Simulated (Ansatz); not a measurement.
# Relative stability

Two isomers of CHMgO, doublet, relaxed at PBE0-D4/def2-TZVP (vibrations not checked).

A:

```xyz
4
angstrom
O -0.8359 -0.2628 2.0857
C -0.2846 -0.0557 1.1074
Mg -0.0811 -0.1387 -1.1157
H 1.2015 0.4571 -2.0774
```

B:

C1  (0.193, 0.356, -0.124)
O2  (-0.911, -0.203, 0.041)
Mg3  (0.580, -1.552, 0.593)
H4  (0.137, 1.400, -0.511)
(Å)

Ansatz 0.2.0; basis: def2-TZVPP; cores frozen in the correlated methods; orbitals are unrestricted. The outer core shell of Li, Na, Mg and K is correlated. The def2 sets are not built for correlating such inner shells, so the correlated values are less sure here. B3LYP uses VWN-RPA correlation.

Question: Which structure is lower at CCSD(T), and by how much? (An estimate is asked for; the value comes from the calculation.)

Answer: Computed: B, by 1.85 kcal/mol (electronic energy, against the other). By their contacts, A is CHMgO ([O][C][MgH]) and B is CHMgO ([CH]1[O][Mg]1).

Question: Do the other methods give the same order? (A judgement: the text doesn't fix the answer.)

Answer: Computed: Not all: PBE-D4, r2SCAN-D4, B3LYP-D4 give the other order.

| method | E(B) − E(A) (kcal/mol) |
| --- | --- |
| PBE-D4 | 1.22 |
| r2SCAN-D4 | 0.71 |
| PBE0-D4 | -1.55 |
| B3LYP-D4 | 1.84 |
| wB97M-V | -0.16 |
| HF | -1.31 |
| MP2 | -3.57 |
| CCSD | -2.08 |
| CCSD(T) | -1.85 |

No T1 diagnostic of these runs exceeds 0.019. ⟨S²⟩ of the unrestricted Hartree–Fock references: 0.75 to 0.76 (a pure state has 0.75).

Labels in which every atom is bracketed show which atoms are joined, not bond orders.
